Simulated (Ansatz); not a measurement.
`F[Si]Cl`, charge 0, multiplicity 1.

Task: Give a relaxed structure at PBE0-D4/def2-TZVP (the Gaussian-basis code of Ansatz). (Best estimate.)

Result: The calculation gave: 
Bond lengths: F1–Si2 1.603 Å, Si2–Cl3 2.080 Å. Angles: F1–Si2–Cl3 100.6°.
Point group Cs.
